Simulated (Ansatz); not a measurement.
## Other spins and charges of HGe–AsH, quartet at one geometry

Geometry (PBE0/def2-TZVP stationary point for this spin, not checked as a minimum):

```xyz
4

Ge    0.0000   -0.0572    1.2668
As    0.0000    0.0573   -1.2364
H     0.0000    1.3231    1.9915
H     0.0000   -1.4609   -1.3830
```

Basis cc-pVTZ; Ansatz 0.2.0. Only valence electrons are correlated (noble-gas cores and the filled d shells of p-block atoms frozen). R marks a restricted (for open shells ROHF) determinant, U an unrestricted one. Active spaces: valence = (11e, 10o) chosen from the atoms' valence shells. No spin–orbit coupling is included, and no scalar relativity.

Gaps are energies of the second state less the first, at fixed atoms, for a selection of the levels run; each method lands on the state that its own search finds for that charge and spin.

Removing an electron, to the triplet: 6.910 eV at UCCSDT(Q).

| level | gap (eV) | error (meV) |
| --- | --- | --- |
| UHF | 6.649 | -261 |
| BCCD(T) | 6.912 | 2 |
| CASSCF (valence space) | 6.123 | -787 |
| NEVPT2 (valence space) | 6.704 | -206 |
| MRCISD (valence space) | 6.748 | -162 |
| MRCISD+Q (valence space) | 6.865 | -45 |
| PBE | 6.829 | -81 |
| PBE0 | 6.982 | 72 |
| B2PLYP | 6.829 | -81 |
| RPA-PBE | 7.065 | 155 |

Functionals correlate the shells that the reference freezes, so part of their error here is the reference's.

Full CI isn't at hand for all of this; UCCSDT(Q) serves as the reference, and is uncertain by about the last step of the cluster series. The frozen core follows each run's orbitals, which can shift R against U totals by a few meV for light atoms and by up to 0.1 eV past Ca.
